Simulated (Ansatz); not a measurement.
Input file:

```yaml
crystal:
  periodic: [false, false, false]
  atoms:
    - {symbol: H, position_ang: [-1.962126, 0.000000, 0.000000]}
    - {symbol: H, position_ang: [-1.175126, 0.000000, 0.000000]}
    - {symbol: C, position_ang: [0.165874, 0.000000, 0.000000]}
    - {symbol: H, position_ang: [0.580342, 0.000000, 0.996161]}
    - {symbol: H, position_ang: [0.580342, 0.000000, -0.996161]}
basis:
  gaussian: {orbitals: 6-31G}
magnetization: {spin_polarized: false, initial_magnetization: 2}
correlation: {method: fic_mrcisd_q, electrons: outside_noble_gas, active_space: {window: {electrons: 8, orbitals: 8}, shells: [{species: C, l: s, shell: 2}, {species: C, l: p, shell: 2}, {species: H, l: s, shell: 1}]}}
```

```sh
$ ansatz run in.yaml --threads 1 --pin off --events-out ev --progress --plain --max-ram 2393MiB
```

The program prints:

```
385 factors; integrals over basis functions are off by at most 1.4e-7 eV
mean field evaluation 1: about -1087.6847 eV, gradient 1.0e1 eV
mean field evaluation 2: about -1087.6832 eV, gradient 1.0e1 eV
mean field evaluation 4: about -1088.2133 eV, gradient 9.8e-1 eV
mean field evaluation 8: about -1088.2240 eV, gradient 6.6e-3 eV
mean field -1088.22401591 eV, -39.9914949598 hartree, gradient 9.6e-6 eV, S^2 2.000000; 0 other end points of the search recorded, 0 dependent functions left out
reference -1088.22401591 eV, -39.9914949598 hartree; 6, 4 occupied and 11, 13 virtual orbitals, 385 factors
state -1090.10825688 eV, -40.0607395383 hartree
contracted CI cycle   1: correlation 0.00000000 eV, 0.0000000000 hartree, residual 8.26e0 eV
contracted CI cycle   2: correlation -1.07604376 eV, -0.0395438788 hartree, residual 1.81e0 eV
contracted CI cycle   3: correlation -1.12575932 eV, -0.0413708920 hartree, residual 3.49e-1 eV
contracted CI cycle   4: correlation -1.12773927 eV, -0.0414436538 hartree, residual 7.61e-2 eV
contracted CI cycle   5: correlation -1.12782416 eV, -0.0414467734 hartree, residual 1.54e-2 eV
contracted CI cycle   6: correlation -1.12782790 eV, -0.0414469108 hartree, residual 3.23e-3 eV
contracted CI cycle   7: correlation -1.12782805 eV, -0.0414469163 hartree, residual 6.52e-4 eV
state -1090.10825688 eV, -40.0607395383 hartree; corrected -1091.25866280 eV, -40.1030161762 hartree
Total energy: -1091.25866280 eV, -40.1030161762 hartree
Checks for a lower state left out: starts, orbital_swaps
```

Natural occupations: 1.9792 1.9760 1.9734 1.0000 0.9997 0.0273 0.0250 0.0194.

For the same geometry and basis full CI lies 9.4 meV lower.

Ran on 1 thread of Arm Neoverse V1, shared host: 2.7 s wall, 0.19 GiB peak host memory.
